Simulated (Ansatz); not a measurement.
Cost and result for the atomization energy of `N=C1CC1N` (11 atoms, 11 bonds).

Cartesian coordinates in Å:
```
N 1.927 -0.711 -0.201
C 0.782 -0.230 -0.375
C -0.096 0.891 -0.740
C -0.644 -0.399 -0.110
N -1.207 -0.359 1.212
H 2.644 -0.061 -0.529
H -0.062 1.787 -0.123
H -0.337 1.076 -1.782
H -1.209 -1.026 -0.796
H -0.693 0.298 1.788
H -1.104 -1.266 1.655
```

Charge 0, multiplicity 1. The geometry is a stationary point of PBE0-D4/def2-TZVP. It is one conformer, not always the lowest. Program: Ansatz. All runs use 4 threads of an Arm Neoverse V2 on a shared host. Times are those of one run each, without the atoms' runs, and a repeat can differ threefold. Electronic energies, without spin–orbit coupling; frozen cores. CCSD(T)/CBS adds CCSD(T) − MP2 in def2-TZVPP to the MP2 limit, and its time is that of the two runs behind it. T1 = 0.012. B3LYP takes the VWN-RPA correlation (the form of Gaussian; ORCA's B3LYP/G).

CCSD(T)/CBS is a level of theory with its own doubt, some kJ/mol a heavy atom from the limit and from the frozen cores, so smaller differences don't rank the functionals.

```
                             level  functions  wall time  atomization (kcal/mol)  difference from CCSD(T)/CBS  per bond
            LDA (SPW92)/def2-TZVPP        239      1.1 s                  1214.9                        181.8      16.5
                PBE0-D4/def2-TZVPP        239      2.3 s                  1050.1                         17.0       1.5
               BHLYP-D4/def2-TZVPP        239      2.4 s                   999.0                        -34.1      -3.1
           CAM-B3LYP-D4/def2-TZVPP        239      2.7 s                  1044.7                         11.6       1.1
 B3LYP-D4/def2-TZVPP (with forces)        239      3.5 s                  1042.1                          9.0       0.8
r2SCAN-D4/def2-TZVPP (with forces)        239      4.2 s                  1037.3                          4.2       0.4
                  CCSD(T)/def2-SVP        100      4.6 s                   977.8                        -55.3      -5.0
                ωB97X-V/def2-TZVPP        239        6 s                  1041.8                          8.7       0.8
                 B97M-V/def2-TZVPP        239        8 s                  1039.1                          6.0       0.6
  ωB97M-V/def2-TZVPP (with forces)        239        9 s                  1042.6                          9.5       0.9
                    MP2/def2-QZVPP        465       21 s                  1041.1                          8.0       0.7
                CCSD(T)/def2-TZVPP        239      2 min                  1002.5                        -30.6      -2.8
                 CCSD(T)/CBS(def2)          –    2.4 min                  1033.1                          0.0       0.0
```

From r2SCAN to r2SCAN0 (25 % exact exchange), in def2-TZVPP and without D4, the atomization energy moves by −20.7 kcal/mol: exact exchange takes away binding that semilocal exchange gives to molecules. In def2-TZVPP, CCSD(T) changes the Hartree–Fock value by +300.8 kcal/mol (the triples alone add +19.8 kcal/mol) and MP2 by +321.3 kcal/mol; breaking electron pairs costs correlation energy, which Hartree–Fock lacks. The D4 term adds +7.1 kcal/mol with B3LYP and +3.7 kcal/mol with PBE0; it sums over pairs of atoms, weighted by their polarisabilities, and B3LYP, whose exchange is more repulsive, gets the larger term.
